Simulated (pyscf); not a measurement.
PySCF, gas phase, ωB97X-D3(BJ)/def2-SVP geometries. MP2 and CC: frozen core, UHF for open shells. ΔMP2 is the change of the MP2 total energy from the triple- to the quadruple-zeta basis.

For [H₂N–Al–Cl]• (SMILES [NH2][Al][Cl]) + HCl (SMILES Cl) -> H₂N–Al(Cl)–Cl (SMILES [NH2][Al]([Cl])[Cl]) + H• (SMILES [H]), an atom transfer (doublet surface; Cl–H broken, Al–Cl formed), PBE/def2-TZVP gives ΔE‡ = 0.10 eV and ΔE = -0.46 eV (zero: the separated reactants). In which direction and how far do r²SCAN/def2-TZVP, B3LYP-D3(BJ)/def2-TZVP, CCSD(T)/def2-TZVPP + ΔMP2(QZVPP) move these?

r²SCAN: ΔE‡ = 0.12 eV, ΔE = -0.56 eV; B3LYP-D3(BJ): ΔE‡ = 0.24 eV, ΔE = -0.51 eV; CCSD(T): ΔE‡ = 0.47 eV, ΔE = -0.58 eV. PBE's barrier lies under all of them, by 0.02 to 0.37 eV. Its reaction energy lies over all of them, by 0.05 to 0.12 eV. On the reactant side the descent ends in a complex, 0.23 eV under the separated species and 0.65 eV under the saddle at ωB97X-D3(BJ)/def2-TZVP. This is the saddle that the search found; another between the same sides may lie lower. The angle at the transferred Cl is 147°. The CCSD(T) − MP2 part came from Ansatz, without density fitting, on the same reference.
